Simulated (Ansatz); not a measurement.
# Worked example: correlation energy of SiP⁺, triplet

Geometry: that of the SiP⁺, singlet, kept fixed.

```xyz
2

Si    0.0000    0.0000    0.0000
P     0.0000    0.0000    2.2330
```

Basis cc-pVTZ; Ansatz 0.2.0. Only valence electrons are correlated (noble-gas cores frozen), which leaves 8 electrons in 58 orbitals. Prefix R: restricted or restricted open-shell reference; prefix U: unrestricted.

Full CI isn't at hand for all of this; UCCSDT(Q) serves as the reference, and is uncertain by the last step of the cluster series or more.

UCCSD has a T1 diagnostic of 0.027 and a largest doubles amplitude of 0.06.

Runs differ by some tens of microhartree through their thresholds and, for an open shell, their frozen cores, so steps under 0.03 kcal/mol mean nothing.

```csv
level,total energy (hartree)
UHF,-629.348997
UMP2,-629.509649
UCCSD,-629.544656
UCCSD(T),-629.554643
UCCSDT,-629.556493
UCCSDT(Q),-629.557167
```

What is the correlation energy at UCCSDT(Q), and what share of it do UMP2 and UCCSDT recover?

E(corr) = -629.557167 − (-629.348997) = -0.208170 hartree = -5.665 eV. UMP2: -0.160652 / -0.208170 = 77.17 %. UCCSDT: -0.207496 / -0.208170 = 99.68 %.

By how many kcal/mol does UCCSD(T) miss UCCSDT(Q) (1 hartree = 627.509 kcal/mol), and which steps make up the rest?

-629.554643 − (-629.557167) = 0.002524 hartree = 1.58 kcal/mol. Steps: UCCSDT − UCCSD(T) = -1.16, UCCSDT(Q) − UCCSDT = -0.42 kcal/mol. Differences between like states or geometries often cancel part of this.
